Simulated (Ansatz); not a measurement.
System: C2H2 (charge -1, doublet). 
Geometry from a B3LYP-D3(BJ)/def2-TZVP (Ansatz, a first-principles code) optimisation:
```xyz
4

C     -0.6277     0.1375    -0.1172
C      0.5703    -0.0237     0.3175
H     -1.1137    -0.1685    -1.0675
H      1.4580    -0.5144    -0.1343
```
Charge -1, spin multiplicity 2.

Parts of the frozen-core correlation energy in cc-pVDZ (Ansatz, hartree). Frozen orbitals: 2; correlated occupied orbitals by spin: 6 and 5; virtual: 30 and 31. Open shells are spin-unrestricted. No spin-orbit coupling. No relativistic terms.

| term | value |
|---|---|
| reference (HF) | -76.72233 |
| MP2 opposite-spin | ? |
| MP2 same-spin | -0.06632 |
| CCSD correlation | ? |
| (T) | ? |
| CCSDT minus CCSD(T) | -0.00071 |
| CCSDT(Q) minus CCSD(T) | -0.00177 |
| T1 diagnostic | 0.018 |
| largest doubles amplitude | 0.107 |
| <S^2> of the reference | 0.775 |

Task: Some entries are withheld; supply them.

Result: 
- MP2 opposite-spin, value: -0.19751
- CCSD correlation, value: -0.28438
- (T), value: -0.01181
